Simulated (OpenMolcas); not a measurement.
CH6BN (SMILES CBN): name the method

CH6BN: 9 atoms, total charge 0, spin state singlet. SMILES: `CBN`. Geometry: relaxed at PBE0-D4/def2-TZVP.

```xyz
9

C    -0.6653    0.7577   -0.5903
B     0.4594   -0.2829   -0.2562
N     0.5928   -0.8428    1.0107
H    -1.2919    0.3908   -1.4106
H    -0.2246    1.6922   -0.9543
H    -1.3199    0.9989    0.2523
H     1.2488   -0.6328   -1.0928
H     1.3062   -1.5110    1.2449
H    -0.0168   -0.6164    1.7792
```

Orbital energies are those of the mean-field step.

A calculation with OpenMolcas 26.06 gave:

The total energy is -121.2957 Eh and the dipole moment is 1.80 D. The HOMO energy is -6.52 eV and the LUMO energy is 0.31 eV. The HOMO–LUMO gap is 6.83 eV and the largest force is 0.715 eV/Å.

Q: Which of these levels gave the numbers?
A. r2SCAN/cc-pVDZ
B. M06-L/cc-pVDZ
C. CCSD(T)/cc-pVDZ
D. BLYP/cc-pVDZ

A: D. The others give -121.0116 Eh (CCSD(T)/cc-pVDZ), -121.3561 Eh (M06-L/cc-pVDZ), -121.2919 Eh (r2SCAN/cc-pVDZ).
